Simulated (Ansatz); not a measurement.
Basis-set extrapolation for C$_{4}$H$_{7}$NS, SMILES `C#CC(C)(N)S` (PBE0-D4/def2-TZVP geometry, frozen core, Ansatz 0.2.0). Multiplicity 1, RHF reference.

|  | def2-TZVPP | def2-QZVPP |
| --- | --- | --- |
| HF | -607.544136 | -607.564672 |
| MP2 correlation | -1.040742 | -1.112563 |
| CCSD(T) correlation | -1.135747 | not run |

Energies in hartree. Use E(X) = E(∞) + A·exp(−7.88·√X) for Hartree–Fock and E(X) = E(∞) + B·X^(−2.97) for correlation, with X = 3 and 4, and add CCSD(T) minus MP2 of the smaller set to the MP2 limit.

Question: What is the CCSD(T) energy at the basis-set limit?

Answer: HF limit: -607.564672 + (-0.020536) × 0.13774 = -607.56750. MP2 limit: -1.112563 + (-0.071821) × 0.74074 = -1.16576. Higher-order term: -1.135747 − (-1.040742) = -0.09501. Total: -608.82827 hartree, 4.04 eV below CCSD(T)/def2-TZVPP.
